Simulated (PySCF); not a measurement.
# Calculated properties of `[Si]([SiH3])F` [triplet]

Species: FH3Si2 (triplet state).
Bonds: F1–Si2, Si2–Si3. Hydrogens: H4, H5, H6 on Si3.

From PBE0-D3(BJ)/def2-SVP geometry optimisation, gas phase (PySCF):

```yaml
Point_group: Cs
Rotational_constants_A_B_C: 22.395, 3.180, 2.880 GHz
Dipole_moment: 1.58 D
```

**UKS B3LYP, IGLO-III on F Si, pcH-1 on H, non-relativistic, mean-field spin-orbit, GIAO (PySCF)**

```yaml
Isotropic_g_value: 2.00173
Principal_g_values: 2.00035, 2.00234, 2.00251
Spin_squared_⟨S²⟩: 2.003
Largest_Mulliken_spin_population: 1.64 on Si2
Largest_isotropic_hyperfine_couplings_means_over_sets_of_like_nuclei: 29Si -391.1 (Si2), 19F +101.0 (F1), 29Si -89.7 (Si3), 1H +26.3 (H4/H5/H6) MHz
```

Monoisotopic mass from the formula: 77.9757 u.

g_iso is shifted by about -590 ppm from the free-electron value 2.002319; the principal values span 0.0022. The dipole matches unit charges of opposite sign 0.33 Å apart (1 e·Å = 4.8032 D). The rotational constants make it an asymmetric top with κ = (2B − A − C)/(A − C) = -0.97, nearer the prolate limit (−1). With B = h/(8π²I), that is 505.379 GHz u Å² over I, the principal moments of inertia are 22.6, 158.9 and 175.5 u Å² (most abundant isotopes); the inertial defect Ic − Ia − Ib is -6.0 u Å² (zero for a rigid planar frame, negative otherwise). A dipole of 1.58 D is allowed in Cs, and pure rotational transitions are dipole-allowed. ⟨S²⟩ is 0.003 above the pure-spin value S(S + 1) = 2.00.

Geometry: PBE0-D3(BJ)/def2-SVP; no solvent or vibrations. This triplet need not be the ground state; the singlet was not compared here. Couplings of like nuclei are plain means over topologically equivalent atoms, as if these changed places fast (by rotation of a methyl-like group, say); in this geometry the members of some sets differ.
